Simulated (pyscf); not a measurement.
PySCF, gas phase, ωB97X-D3(BJ)/def2-SVP geometries. Correlated levels are frozen-core, on RHF or UHF. ΔMP2 is the change of the MP2 total energy from the triple- to the quadruple-zeta basis.

What is the homolytic dissociation enthalpy (298 K, CCSD(T)/def2-TZVPP + ΔMP2(QZVPP)) of the Ga–O bond of HO–Ga=PH, to OH• + [HP=Ga]•?

Ga–O to OH• + [HP=Ga]•: 389.3 kJ/mol. The radicals are drawn with the spin at the cut bond; how far it spreads was not checked. The CCSD(T) − MP2 part came from Ansatz, without density fitting, on the same reference. The frozen core leaves the outer d or s,p core shells of the metals and heavy elements correlated in the MP2 and CC values, and def2-TZVPP describes them poorly, which can shift differences by a few kcal/mol. Left out: the spin-orbit lowering of OH. Elements up to Kr have no core potential and no relativistic terms here.
